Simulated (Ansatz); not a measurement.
# H3OSi: rigid torsion scan from a Python script

A script is to give a rigid torsion scan; the system is H3OSi. SMILES: O[SiH2].

Computed with the Python package of Ansatz 0.2.0. Level of theory: PBE/def2-SVP.

## 1. The structure

Bond lengths: O1–Si2 1.639 Å, O1–H3 0.952 Å, Si2–H4 1.458 Å, Si2–H5 1.448 Å. Angles: O1–Si2–H4 110.9°, O1–Si2–H5 101.7°, H4–Si2–H5 117.6°, Si2–O1–H3 122.7°.

No structure file is read: the coordinates are typed or built in the script.

## 2. The script

Contents of h3osi_torsion.py:

```python
import ansatz as az
from ase import Atoms

atoms = Atoms(["O", "Si", "H", "H", "H"], positions=[
    (0.55731, -0.43376, 0.79846),
    (0.00193, 0.34195, -0.53394),
    (0.72569, -1.37066, 0.8148),
    (-1.24482, -0.25358, -1.00076),
    (-0.04011, 1.71604, -0.07856),
])

first = az.Crystal.molecule_from_ase(atoms).calculation()
first = first.basis(gaussian="def2-SVP")
first = first.functional("pbe")
first = first.spin("collinear", total=1).relax(force_tolerance=0.02, max_steps=80)
atoms.positions = first.run(threads=1, backend="cpu").report["positions_ang"]

start = atoms.get_dihedral(3, 1, 0, 2)
energies = {}
for turn in range(0, 360, 30):
    turned = atoms.copy()
    turned.set_dihedral(3, 1, 0, 2, start + turn, indices=[0, 2])
    calculation = (
        az.Crystal.molecule_from_ase(turned).calculation()
        .basis(gaussian="def2-SVP")
        .functional("pbe")
        .spin("collinear", total=1)
    )
    energies[round((start + turn) % 360)] = calculation.run(threads=1, backend="cpu").report["free_energy_ev"]
floor = min(energies.values())
print("dihedral H3-Si1-O0-H2 (deg)   E - E(min) (eV)")
for angle, e in sorted(energies.items()):
    print(f"{angle:8d} {(e - floor):14.3f}  " + "#" * int(30 * (e - floor) / max(max(energies.values()) - floor, 1e-9)))
```

## 3. What the engine is handed

The engine receives this input (first run):

```yaml
crystal:
  periodic: [false, false, false]
  atoms:
    - { symbol: O, position_ang: [0.55731, -0.43376, 0.79846] }
    - { symbol: Si, position_ang: [0.00193, 0.34195, -0.53394] }
    - { symbol: H, position_ang: [0.72569, -1.37066, 0.8148] }
    - { symbol: H, position_ang: [-1.24482, -0.25358, -1.00076] }
    - { symbol: H, position_ang: [-0.04011, 1.71604, -0.07856] }
basis:
  gaussian:
    orbitals: def2-SVP
hamiltonian:
  xc: pbe
magnetization:
  spin_polarized: true
  initial_magnetization: 1.0
relax:
  f_tol: 0.02
  max_steps: 80
```

## 4. Launch

Command:

```
python h3osi_torsion.py
```

**Question.** Where along the turn do the lowest and the highest point lie, and how far apart are they?

As calculated:

| quantity | value |
| --- | --- |
| runs compared | 12 |
| range of energy | 0.171 eV |
| lowest point, turn (°) | 0 |

In words: The lowest point is at 58° and the highest at 298°, 0.171 eV (16.5 kJ/mol) above it, with the rest of the molecule held. Run 0: The relaxation took 5 moves; the largest shift is 0.099 Å, of atom 5 (H). The scan is rigid and the energies are electronic, in a modest basis. With rigid groups the curve can differ much from the relaxed path, the start wasn't checked as a minimum of this torsion, and equivalent turns needn't return to the same energy. The species is open-shell (spin multiplicity 2).
